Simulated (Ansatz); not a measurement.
How far each method lies from UCCSDT(Q) for HGeN, triplet

Geometry: a point of a stretch scan, not a stationary point.

```xyz
3

Ge    0.0000   -0.0382    0.5532
N     0.0000    0.0859   -2.9186
H     0.0000    1.5571    0.6901
```

Basis cc-pVDZ; Ansatz 0.2.0. Correlated methods freeze the noble-gas cores and the filled d shells of p-block atoms, which leaves 10 electrons in 31 orbitals. Prefix R: restricted or restricted open-shell reference; prefix U: unrestricted. Active spaces: pair = (4e, 4o) about the gap; valence = (10e, 9o) chosen from the atoms' valence shells. No spin–orbit coupling is included, and no scalar relativity.

Full CI isn't at hand for all of this; UCCSDT(Q) serves as the reference, and is uncertain by the last step of the cluster series or more. The frozen core follows each run's orbitals, which can shift R against U totals by a few meV for light atoms and by up to 0.1 eV past Ca.

Unrestricted rows (U) aren't spin-pure: their determinants' ⟨S²⟩ exceeds S(S+1) by up to 0.99, so they mix in states of higher spin.

The R cluster runs have T1 = 0.237, too large to trust, so RMP2, RCCSD, RCCSD(T), RCCSDT(Q), RCCSDT aren't compared. BCCD(T) turns its orbitals far from the restricted determinant (T1 = 0.269 for the singles of that rotation), so its spin and state can't be checked, and it isn't compared.

The UHF ⟨S²⟩ is 3.018, the ⟨S²⟩ of the determinant under UCCSD is 2.985 and the T1 diagnostic (RCCSD) is 0.2373. The largest doubles amplitude (RCCSD) is 0.139. The T1 diagnostic (UCCSD) is 0.0136.

```csv
level,E − E(UCCSDT(Q)) (kJ/mol),wall time
UHF†,457.8,3.1 s
UMP2,110.8,–
UCCSD,10.6,–
UCCSD(T),4.6,25 s
UCCSDT,0.9,–
```

A dagger marks rows that describe another state than the reference (another or a broken symmetry, a higher spin or other natural occupations), so the difference holds a gap between states beside the method's error.

Run but not shown, since their state, orbitals or frozen core can't be matched to the reference's or they repeat it: RHF, RMP2, CISD, RCCSD, RCCSD(T), BCCD(T), RCCSDT, RCCSDT(Q), RCCSDTQ, CASSCF (pair space), NEVPT2 (pair space), CASSCF (valence space), NEVPT2 (valence space), MRCISD (valence space), MRCISD+Q (valence space).

Times hold each run's SCF and search for its determinant on a shared host, so for small cases they say little of a method's own cost; they ran on 1 thread of AMD EPYC 7R13. Some runs computed forces too.
